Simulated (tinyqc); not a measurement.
UHF in the sto-3g basis, for H2O, spin multiplicity 1, step by step. One step of it, computed by the program tinyqc.

Question. Iteration 1: building the Fock matrix. J_ij = sum D_kl (ij|kl) with D = D(alpha) + D(beta), K_ij = sum D_kl (ik|jl) for each spin; F = H + J - K(s); E = tr D H + tr D J / 2 - 0.5 sum_s tr D(s) K(s) + E_nn.

D(alpha) at the start, order 1O 1s, 1O 2s, 1O 2px, 1O 2py, 1O 2pz, 2H 1s, 3H 1s:
```
[[1.031462, -0.127197, 0.000000, 0.000000, 0.054187, -0.070209, -0.070209],
 [-0.127197, 0.584180, 0.000000, 0.000000, -0.198119, 0.177206, 0.177206],
 [0.000000, 0.000000, 0.848353, -0.275457, 0.000000, 0.316629, -0.316629],
 [0.000000, 0.000000, -0.275457, 0.793768, 0.000000, 0.081756, -0.081756],
 [0.054187, -0.198119, 0.000000, 0.000000, 0.919081, 0.058662, 0.058662],
 [-0.070209, 0.177206, 0.316629, 0.081756, 0.058662, 0.237944, -0.095133],
 [-0.070209, 0.177206, -0.316629, -0.081756, 0.058662, -0.095133, 0.237944]]
```

D(beta) at the start, order 1O 1s, 1O 2s, 1O 2px, 1O 2py, 1O 2pz, 2H 1s, 3H 1s:
```
[[1.031462, -0.127197, 0.000000, 0.000000, 0.054187, -0.070209, -0.070209],
 [-0.127197, 0.584180, 0.000000, 0.000000, -0.198119, 0.177206, 0.177206],
 [0.000000, 0.000000, 0.848353, 0.275457, 0.000000, -0.316629, 0.316629],
 [0.000000, 0.000000, 0.275457, 0.793768, 0.000000, 0.081756, -0.081756],
 [0.054187, -0.198119, 0.000000, 0.000000, 0.919081, 0.058662, 0.058662],
 [-0.070209, 0.177206, -0.316629, 0.081756, 0.058662, 0.237944, -0.095133],
 [-0.070209, 0.177206, 0.316629, -0.081756, 0.058662, -0.095133, 0.237944]]
```

core Hamiltonian H = T + V (hartree), order 1O 1s, 1O 2s, 1O 2px, 1O 2py, 1O 2pz, 2H 1s, 3H 1s:
```
[[-32.661666, -7.598780, 0.000000, 0.000000, -0.016799, -1.535298, -1.535298],
 [-7.598780, -9.280405, 0.000000, 0.000000, -0.201132, -3.403483, -3.403483],
 [0.000000, 0.000000, -7.413032, 0.000000, 0.000000, 0.000000, 0.000000],
 [0.000000, 0.000000, 0.000000, -7.552992, 0.000000, -1.911483, 1.911483],
 [-0.016799, -0.201132, 0.000000, 0.000000, -7.493462, -1.509596, -1.509596],
 [-1.535298, -3.403483, 0.000000, -1.911483, -1.509596, -4.856697, -1.354497],
 [-1.535298, -3.403483, 0.000000, 1.911483, -1.509596, -1.354497, -4.856697]]
```

Two-electron integrals (ij|kl) in chemists' order, unique and non-zero (hartree):
```
(11|11) 4.785065    (21|11) 0.741380    (21|21) 0.136873    (22|11) 1.118947
(22|21) 0.256633    (22|22) 0.817206    (31|31) 0.024477    (32|31) 0.037809
(32|32) 0.180518    (33|11) 1.115814    (33|21) 0.256684    (33|22) 0.817023
(33|33) 0.880159    (41|41) 0.024477    (42|41) 0.037809    (42|42) 0.180518
(43|43) 0.047444    (44|11) 1.115814    (44|21) 0.256684    (44|22) 0.817023
(44|33) 0.785270    (44|44) 0.880159    (51|51) 0.024477    (52|51) 0.037809
(52|52) 0.180518    (53|53) 0.047444    (54|54) 0.047444    (55|11) 1.115814
(55|21) 0.256684    (55|22) 0.817023    (55|33) 0.785270    (55|44) 0.785270
(55|55) 0.880159    (61|11) 0.150760    (61|21) 0.027599    (61|22) 0.051417
(61|33) 0.051318    (61|41) 0.001015    (61|42) 0.001901    (61|44) 0.051512
(61|51) 0.000770    (61|52) 0.001441    (61|54) 0.000147    (61|55) 0.051429
(61|61) 0.005638    (62|11) 0.367238    (62|21) 0.085285    (62|22) 0.300743
(62|33) 0.295629    (62|41) 0.005103    (62|42) 0.039004    (62|44) 0.305189
(62|51) 0.003868    (62|52) 0.029567    (62|54) 0.007247    (62|55) 0.301123
(62|61) 0.017533    (62|62) 0.137097    (63|31) 0.008918    (63|32) 0.051936
(63|43) 0.008101    (63|53) 0.006141    (63|63) 0.019524    (64|11) 0.210920
(64|21) 0.049615    (64|22) 0.186823    (64|33) 0.178348    (64|41) 0.011519
(64|42) 0.074875    (64|44) 0.200274    (64|51) 0.001972    (64|52) 0.017389
(64|54) 0.010480    (64|55) 0.181638    (64|61) 0.010650    (64|62) 0.103449
(64|64) 0.096685    (65|11) 0.159891    (65|21) 0.037612    (65|22) 0.141624
(65|33) 0.135200    (65|41) 0.001972    (65|42) 0.017389    (65|44) 0.139539
(65|51) 0.010413    (65|52) 0.065118    (65|54) 0.011390    (65|55) 0.149975
(65|61) 0.008074    (65|62) 0.078421    (65|64) 0.058493    (65|65) 0.063866
(66|11) 0.507256    (66|21) 0.119717    (66|22) 0.484162    (66|33) 0.464592
(66|41) 0.009271    (66|42) 0.097707    (66|44) 0.501492    (66|51) 0.007028
(66|52) 0.074068    (66|54) 0.027973    (66|55) 0.485797    (66|61) 0.024831
(66|62) 0.277948    (66|64) 0.239429    (66|65) 0.181503    (66|66) 0.774606
(71|11) 0.150760    (71|21) 0.027599    (71|22) 0.051417    (71|33) 0.051318
(71|41) -0.001015   (71|42) -0.001901   (71|44) 0.051512    (71|51) 0.000770
(71|52) 0.001441    (71|54) -0.000147   (71|55) 0.051429    (71|61) 0.005548
(71|62) 0.016969    (71|64) 0.009422    (71|65) 0.007820    (71|66) 0.023765
(71|71) 0.005638    (72|11) 0.367238    (72|21) 0.085285    (72|22) 0.300743
(72|33) 0.295629    (72|41) -0.005103   (72|42) -0.039004   (72|44) 0.305189
(72|51) 0.003868    (72|52) 0.029567    (72|54) -0.007247   (72|55) 0.301123
(72|61) 0.016969    (72|62) 0.110681    (72|64) 0.057646    (72|65) 0.061539
(72|66) 0.183604    (72|71) 0.017533    (72|72) 0.137097    (73|31) 0.008918
(73|32) 0.051936    (73|43) -0.008101   (73|53) 0.006141    (73|63) 0.015225
(73|73) 0.019524    (74|11) -0.210920   (74|21) -0.049615   (74|22) -0.186823
(74|33) -0.178348   (74|41) 0.011519    (74|42) 0.074875    (74|44) -0.200274
(74|51) -0.001972   (74|52) -0.017389   (74|54) 0.010480    (74|55) -0.181638
(74|61) -0.009422   (74|62) -0.057646   (74|64) -0.015291   (74|65) -0.031346
(74|66) -0.085090   (74|71) -0.010650   (74|72) -0.103449   (74|74) 0.096685
(75|11) 0.159891    (75|21) 0.037612    (75|22) 0.141624    (75|33) 0.135200
(75|41) -0.001972   (75|42) -0.017389   (75|44) 0.139539    (75|51) 0.010413
(75|52) 0.065118    (75|54) -0.011390   (75|55) 0.149975    (75|61) 0.007820
(75|62) 0.061539    (75|64) 0.031346    (75|65) 0.048919    (75|66) 0.111700
(75|71) 0.008074    (75|72) 0.078421    (75|74) -0.058493   (75|75) 0.063866
(76|11) 0.134975    (76|21) 0.031627    (76|22) 0.120780    (76|33) 0.118004
(76|44) 0.120446    (76|51) 0.002264    (76|52) 0.020470    (76|55) 0.123759
(76|61) 0.006432    (76|62) 0.054328    (76|64) 0.035442    (76|65) 0.034936
(76|66) 0.113365    (76|71) 0.006432    (76|72) 0.054328    (76|74) -0.035442
(76|75) 0.034936    (76|76) 0.026377    (77|11) 0.507256    (77|21) 0.119717
(77|22) 0.484162    (77|33) 0.464592    (77|41) -0.009271   (77|42) -0.097707
(77|44) 0.501492    (77|51) 0.007028    (77|52) 0.074068    (77|54) -0.027973
(77|55) 0.485797    (77|61) 0.023765    (77|62) 0.183604    (77|64) 0.085090
(77|65) 0.111700    (77|66) 0.323832    (77|71) 0.024831    (77|72) 0.277948
(77|74) -0.239429   (77|75) 0.181503    (77|76) 0.113365    (77|77) 0.774606
```

nuclear repulsion = 8.69956446 hartree

Give: Coulomb J; exchange K(alpha); exchange K(beta); F(alpha); F(beta); total energy of this density.

Answer.

Coulomb J (hartree), order 1O 1s, 1O 2s, 1O 2px, 1O 2py, 1O 2pz, 2H 1s, 3H 1s:
```
[[17.597, 3.332, 0.000, 0.000, -0.008, 0.672, 0.672],
 [3.332, 8.319, 0.000, 0.000, 0.011, 3.033, 3.033],
 [0.000, 0.000, 8.277, 0.000, 0.000, 0.000, 0.000],
 [0.000, 0.000, 0.000, 8.331, 0.000, 1.876, -1.876],
 [-0.008, 0.011, 0.000, 0.000, 8.325, 1.430, 1.430],
 [0.672, 3.033, 0.000, 1.876, 1.430, 4.939, 1.217],
 [0.672, 3.033, 0.000, -1.876, 1.430, 1.217, 4.939]]
```

exchange K(alpha) (hartree), order 1O 1s, 1O 2s, 1O 2px, 1O 2py, 1O 2pz, 2H 1s, 3H 1s:
```
[[4.869, 0.852, 0.000, 0.000, 0.005, 0.176, 0.176],
 [0.852, 1.269, 0.000, 0.000, -0.054, 0.538, 0.538],
 [0.000, 0.000, 0.994, -0.111, 0.000, 0.060, -0.060],
 [0.000, 0.000, -0.111, 1.070, 0.000, 0.316, -0.316],
 [0.005, -0.054, 0.000, 0.000, 1.111, 0.224, 0.224],
 [0.176, 0.538, 0.060, 0.316, 0.224, 0.544, 0.198],
 [0.176, 0.538, -0.060, -0.316, 0.224, 0.198, 0.544]]
```

exchange K(beta) (hartree), order 1O 1s, 1O 2s, 1O 2px, 1O 2py, 1O 2pz, 2H 1s, 3H 1s:
```
[[4.869, 0.852, 0.000, 0.000, 0.005, 0.176, 0.176],
 [0.852, 1.269, 0.000, 0.000, -0.054, 0.538, 0.538],
 [0.000, 0.000, 0.994, 0.111, 0.000, -0.060, 0.060],
 [0.000, 0.000, 0.111, 1.070, 0.000, 0.316, -0.316],
 [0.005, -0.054, 0.000, 0.000, 1.111, 0.224, 0.224],
 [0.176, 0.538, -0.060, 0.316, 0.224, 0.544, 0.198],
 [0.176, 0.538, 0.060, -0.316, 0.224, 0.198, 0.544]]
```

F(alpha) (hartree), order 1O 1s, 1O 2s, 1O 2px, 1O 2py, 1O 2pz, 2H 1s, 3H 1s:
```
[[-19.933, -5.119, 0.000, 0.000, -0.029, -1.039, -1.039],
 [-5.119, -2.231, 0.000, 0.000, -0.136, -0.909, -0.909],
 [0.000, 0.000, -0.130, 0.111, 0.000, -0.060, 0.060],
 [0.000, 0.000, 0.111, -0.293, 0.000, -0.351, 0.351],
 [-0.029, -0.136, 0.000, 0.000, -0.279, -0.303, -0.303],
 [-1.039, -0.909, -0.060, -0.351, -0.303, -0.462, -0.335],
 [-1.039, -0.909, 0.060, 0.351, -0.303, -0.335, -0.462]]
```

F(beta) (hartree), order 1O 1s, 1O 2s, 1O 2px, 1O 2py, 1O 2pz, 2H 1s, 3H 1s:
```
[[-19.933, -5.119, 0.000, 0.000, -0.029, -1.039, -1.039],
 [-5.119, -2.231, 0.000, 0.000, -0.136, -0.909, -0.909],
 [0.000, 0.000, -0.130, -0.111, 0.000, 0.060, -0.060],
 [0.000, 0.000, -0.111, -0.293, 0.000, -0.351, 0.351],
 [-0.029, -0.136, 0.000, 0.000, -0.279, -0.303, -0.303],
 [-1.039, -0.909, 0.060, -0.351, -0.303, -0.462, -0.335],
 [-1.039, -0.909, -0.060, 0.351, -0.303, -0.335, -0.462]]
```

total energy of this density = -74.52674 hartree
